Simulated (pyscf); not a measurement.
**Four-centre exchange: fluoromethane (H₃C–F) + alane (AlH₃) -> methane (CH₄) + F–AlH₂**

Gas phase, singlet surface, charge 0. Bonds broken: C1–F8, Al2–H9. Bonds formed: C1–H9, Al2–F8. Single points on ωB97X-D3(BJ)/def2-SVP structures (PySCF, gas phase). Correlated levels are frozen-core, on RHF or UHF. ΔMP2 is the change of the MP2 total energy from the triple- to the quadruple-zeta basis.

Transition state (Å):

```xyz
9

C      1.4045    -0.2278    -0.1132
Al    -0.8561     1.4127     0.2286
H      1.5165    -0.5151     0.9328
H      1.2681    -1.0580    -0.8090
H      2.0725     0.5612    -0.4605
H     -1.0323     2.6793    -0.7207
H     -1.9087     1.0787     1.3759
F     -0.4168    -0.0604    -0.7147
H      0.7207     1.2448     0.7561
```

One imaginary mode, 1001i cm⁻¹; descent along it reached the two sides named, in the forms told below.

```tsv
bond	change	reactant side (Å)	saddle	product side
C1–F8	breaks	1.420	1.925	3.3
Al2–H9	breaks	1.602	1.671	2.366
C1–H9	forms	2.9	1.842	1.103
Al2–F8	forms	2.044	1.804	1.682
```

Electronic energies relative to the separated reactants (kcal/mol):

```
level                             barrier  reaction energy  reverse barrier
--------------------------------  -------  ---------------  ---------------
ωB97X-D3(BJ)/def2-TZVP               25.1            -68.3             93.4
PBE/def2-TZVP                        19.0            -67.8             86.7
r²SCAN/def2-TZVP                     19.0            -70.4             89.4
B3LYP-D3(BJ)/def2-TZVP               21.8            -69.0             90.8
PBE0-D3(BJ)/def2-TZVP                23.8            -67.8             91.7
M06-2X/def2-TZVP                     26.2            -70.2             96.5
ωB97M-D3(BJ)/def2-TZVP               24.3            -69.5             93.8
HF/def2-TZVP                         38.5            -66.8            105.3
MP2/def2-QZVPP                       27.8            -74.1            101.9
CCSD/def2-TZVPP                      29.9            -69.9             99.8
CCSD(T)/def2-TZVPP                   27.0            -70.1             97.0
CCSD(T)/def2-TZVPP + ΔMP2(QZVPP)     25.9            -70.9             96.9
```

With CCSD(T)/def2-TZVPP + ΔMP2(QZVPP) energies and thermal terms (ideal gas, 1 atm, RRHO with modes under 100 cm⁻¹ raised to 100, one conformer, R ln 2 for chiral ones without a mode under 150 cm⁻¹), in kcal/mol:

| T (K) | ΔH‡ | ΔG‡ | ΔH | ΔG |
|---|---|---|---|---|
| 298 | 25.9 | 34.9 | -69.4 | -69.2 |
| 600 | 26.6 | 43.8 | -69.3 | -69.1 |
| 900 | 27.4 | 52.2 | -69.3 | -69.0 |
| 1200 | 28.1 | 60.4 | -69.5 | -68.8 |

On the reactant side the descent ends in an adduct with a Al–F contact, 14.0 kcal/mol under the separated species and 39.1 kcal/mol under the saddle at ωB97X-D3(BJ)/def2-TZVP. On the product side the descent ends in a complex, 4.2 kcal/mol under the separated species and 97.6 kcal/mol under the saddle at ωB97X-D3(BJ)/def2-TZVP. What is counted as formed (Al–F) is already present as a longer contact in the reactant adduct; forming that adduct is a step of its own. This is the saddle that the search found; another between the same sides may lie lower. The CCSD(T) − MP2 part came from Ansatz, without density fitting, on the same reference.
